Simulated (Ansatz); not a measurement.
**C₄H₉N: up Jacob's ladder to CCSD(T)**

The task here is to estimate one member of a computed series from the others.

Computed with Ansatz 0.2.0, Gaussian basis. Level: functionals in def2-TZVPP, the program's frozen cores in correlated methods.

Plan: PBE-D4, r2SCAN-D4, PBE0-D4, B3LYP-D4, ωB97X-V, ωB97M-V, B2PLYP; CCSD(T)/def2-TZVPP; MP2/def2-QZVPP; extrapolation to the limit.

## The relaxed structure

An earlier PBE0-D4 in a triple-zeta def2 set relaxation fixed the geometry.

14 atoms, charge 0, spin multiplicity 1.

Atoms are counted from 1 here; the program's logs count them from 0.

Bond lengths: C1–C2 1.525 Å, C1–H6 1.093 Å, C1–H7 1.093 Å, C1–H8 1.094 Å, C2–C3 1.493 Å, C2–H9 1.095 Å, C2–H10 1.097 Å, C3–C4 1.332 Å, C3–H11 1.090 Å, C4–N5 1.388 Å, C4–H12 1.088 Å, N5–H13 1.009 Å, N5–H14 1.007 Å. Angles: C2–C1–H6 111.4°, C2–C1–H7 110.8°, C2–C1–H8 110.9°, H6–C1–H7 108.3°, H6–C1–H8 107.7°, H7–C1–H8 107.5°, C1–C2–C3 113.1°, C1–C2–H9 109.6°, C1–C2–H10 108.7°, C3–C2–H9 109.2°, C3–C2–H10 109.9°, H9–C2–H10 106.1°, C2–C3–C4 124.0°, C2–C3–H11 116.9°, C4–C3–H11 119.1°, C3–C4–N5 126.7°, C3–C4–H12 119.5°, N5–C4–H12 113.7° and more.

Set-up of the first run:

The input, in.yaml:

```yaml
crystal:
  periodic: [false, false, false]
  atoms:
    - {symbol: C, position_ang: [-1.798043, -0.684187, -0.899026]}
    - {symbol: C, position_ang: [-0.521508, -1.061035, -0.154305]}
    - {symbol: C, position_ang: [0.120524, 0.098570, 0.532923]}
    - {symbol: C, position_ang: [1.322893, 0.577899, 0.217686]}
    - {symbol: N, position_ang: [1.923769, 1.717000, 0.735190]}
    - {symbol: H, position_ang: [-2.261862, -1.558237, -1.363960]}
    - {symbol: H, position_ang: [-1.588509, 0.049575, -1.680932]}
    - {symbol: H, position_ang: [-2.530770, -0.240563, -0.219235]}
    - {symbol: H, position_ang: [0.193934, -1.506362, -0.853880]}
    - {symbol: H, position_ang: [-0.759553, -1.843393, 0.577583]}
    - {symbol: H, position_ang: [-0.458118, 0.592315, 1.313601]}
    - {symbol: H, position_ang: [1.904093, 0.095050, -0.564820]}
    - {symbol: H, position_ang: [1.512109, 2.059917, 1.589665]}
    - {symbol: H, position_ang: [2.928040, 1.674353, 0.798307]}
basis:
  gaussian: {orbitals: def2-TZVPP}
hamiltonian: {xc: pbe, dispersion: d4}
output: {forces: true, orbitals: {seedname: orbitals}}
```

Launch:

```console
ansatz run in.yaml --threads 4 --pin off --events-out ev --progress --plain --max-ram 10444MiB
```

Among the steps run: PBE-D4 (GGA); r2SCAN-D4 (meta-GGA); PBE0-D4 (hybrid); B3LYP-D4 (hybrid); ωB97X-V (range-separated); ωB97M-V (range-separated); B2PLYP (double hybrid); CCSD(T) in def2-TZVPP; MP2 in def2-QZVPP.

One of the session's tables, all rows but one given; the rest of the session is left out.

| method | atomisation energy (kcal/mol) |
| --- | --- |
| PBE-D4 | 1359.7 |
| r2SCAN-D4 | 1328.5 |
| PBE0-D4 | 1337.8 |
| B3LYP-D4 | 1332.2 |
| ωB97X-V | 1328.6 |
| ωB97M-V | 1331.3 |
| B2PLYP | 1316.8 |
| HF/def2-TZVPP | 974.2 |
| MP2/def2-TZVPP | 1308.6 |
| CCSD/def2-TZVPP | ? |
| CCSD(T)/def2-TZVPP | 1293.9 |
| MP2/CBS | 1340.1 |
| CCSD(T)/CBS | 1325.4 |

Q: Estimate the row for CCSD/def2-TZVPP from the others.

**Answer.** atomisation energy (kcal/mol): 1275.9. In the column «atomisation energy (kcal/mol)» it lies between HF/def2-TZVPP (974.2) and CCSD(T)/def2-TZVPP (1293.9).

Caveats from the session: Free atoms (4 C, 1 N, 9 H) were run apart at each level; the atomisation energy is their sum less the molecule, without zero-point or spin-orbit terms.
